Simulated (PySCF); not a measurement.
Carbonyl fluoride, CF2O.
SMILES: `O=C(F)F`

The closed-shell ground state was solved at several levels (PySCF, density fitting, gas phase, non-relativistic). Isolated species at its PBE0-D3(BJ)/def2-SVP geometry, gas phase.

| level | basis functions | HOMO (eV) | LUMO (eV) | gap (eV) | dipole (D) |
| --- | --- | --- | --- | --- | --- |
| PBE0/6-31G | 36 | -10.41 | -0.83 | 9.58 | 0.98 |
| PBE0/def2-SVP | 56 | -10.17 | -0.22 | 9.95 | 1.11 |
| PBE0/6-311+G(2d,p) | 108 | -10.42 | -0.56 | 9.86 | 1.11 |
| wB97X-D/pcSseg-2 | 144 | -12.32 | 1.51 | 13.83 | 1.17 |
| CAM-B3LYP/pcSseg-2 | 144 | -11.97 | 0.73 | 12.70 | 1.15 |
| PBE0/6-31G* | 56 | -9.92 | 0.02 | 9.94 | 1.22 |
| B97-2/pcSseg-2 | 144 | -10.07 | -0.54 | 9.53 | 1.15 |
| PBE0/def2-TZVP | 124 | -10.33 | -0.38 | 9.95 | 1.15 |
| LC-wPBE/pcSseg-2 | 144 | -13.29 | 2.13 | 15.42 | 1.16 |

(1) Estimate the row for BHandHLYP/pcSseg-2, a basis of 144 functions; the other rows only guide the guess.

(2) Over all these levels, which gives the widest orbital gap and which the narrowest?

(3) How much does the basis alone move the frontier levels among the 5 PBE0 rows?

(4) How far do the dipole and the HOMO energy spread over the levels?

## Answers

(1) HOMO -12.26 eV, LUMO 0.83 eV, gap 13.09 eV, dipole 1.17 D.

(2) LC-wPBE/pcSseg-2 (range-separated hybrid) has the widest, 15.42 eV, and B97-2/pcSseg-2 (global hybrid, 21 % exact exchange) the narrowest, 9.53 eV. The two share the basis. From the narrowest to the widest the HOMO moves by -3.22 eV and the LUMO by +2.67 eV.

(3) The HOMO by 0.50 eV and the LUMO by 0.85 eV. By rising basis size (HOMO, LUMO in eV): 6-31G -10.41, -0.83; def2-SVP -10.17, -0.22; 6-31G* -9.92, 0.02; 6-311+G(2d,p) -10.42, -0.56; def2-TZVP -10.33, -0.38.

(4) The dipole runs from 0.98 to 1.22 D (mean 1.14 D) and the HOMO from -13.29 to -9.92 eV.
